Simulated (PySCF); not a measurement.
Compound: 2,3-dihydrofuran, C4H6O.
Cartesian coordinates in Å at the PBE0-D3(BJ)/def2-SVP level; atoms count from 1:
```
atom  x, y, z in Å
C1     0.8244   -0.8466   -0.1154
C2     1.3509    0.3763   -0.2185
O3     0.4752    1.3977   -0.1018
C4    -0.8217    0.8293    0.1215
C5    -0.6577   -0.7054    0.1081
H6     1.3700   -1.7858   -0.1844
H7     2.3863    0.6775   -0.3847
H8    -1.1971    1.2080    1.0853
H9    -1.4933    1.1937   -0.6713
H10   -1.2498   -1.1789   -0.6939
H11   -0.9874   -1.1658    1.0550
```

Computed, not measured: core-valence-separated Tamm–Dancoff BHandHLYP/aug-pcX-1 (pcseg-1 on H) in PySCF, non-relativistic, gas phase, PBE0-D3(BJ)/def2-SVP geometry. No empirical shift is added; at this level the pattern usually sits a few eV under experiment.

The lowest roots of each edge with f over 0.003 (five at most, numbered afresh; weaker and dark ones are left out), with transition dipoles (au) in the frame of the coordinates:

```tsv
root	edge	E (eV)	f	μx	μy	μz
1	C	283.24	0.0537	-0.0136	-0.0010	-0.0868
2	C	284.28	0.0706	0.0157	0.0011	0.0994
3	C	285.53	0.0139	0.0212	-0.0390	-0.0029
4	C	285.80	0.0142	0.0284	0.0346	-0.0048
5	C	286.10	0.0204	0.0083	0.0005	0.0533
6	O	533.52	0.0136	-0.0051	-0.0003	-0.0318
7	O	534.11	0.0201	0.0364	0.0131	-0.0059
8	O	534.46	0.0128	-0.0292	-0.0099	0.0048
9	O	535.11	0.0051	-0.0055	0.0190	0.0006
10	O	535.71	0.0195	-0.0359	0.0129	0.0055
```

Question: Molecules are fixed in this frame and the field points along (0, 1, 1)/√2. What effective strengths 3 f cos²θ do the roots have (θ between field and μ)?

Answer: root 1 (C1): 0.080, root 2 (C2): 0.106, root 3 (C1): 0.018, root 4 (C5): 0.009, root 5 (C5): 0.031, root 6 (O3): 0.020, root 7 (O3): 0.001, root 8 (O3): 0.001, root 9 (O3): 0.008, root 10 (O3): 0.007. Root 2 is the strongest. Averaged over all orientations cos²θ is 1/3, which gives f back.

